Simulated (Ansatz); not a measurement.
System: graphite. Method: PBE-D3(BJ) (Ansatz, a quantum-chemistry and plane-wave program, plane waves, PAW).

Run with plane-wave cutoff 500 eV, 18×18×6 k mesh (along the axes of the cell as run), Fermi–Dirac smearing 0.05 eV, scalar-relativistic PAW data made under PBE.

Computed at the level's own relaxed cell.

Task: Estimate the volume per atom, lattice constant a and c axis length that the calculation returns.

Result: 
- volume per atom: 8.86 Å³/atom
- lattice constant a: 2.465 Å
- c axis length: 6.737 Å

Measured, for comparison: lattice constant a 2.461 Å (300 K, not corrected to a static lattice, our sources range from 2.456 to 2.461; as tabulated in Wikipedia's data pages); lattice parameter c 6.67 Å (low temperature, zero-point motion not removed; as tabulated in Berland et al. (2010), arXiv:1007.3305). Computed (rounded) less measured: lattice constant a +0.2 % (+0.2 % to +0.4 % over the range), lattice parameter c +1.0 %.

Computed values are for the static lattice.
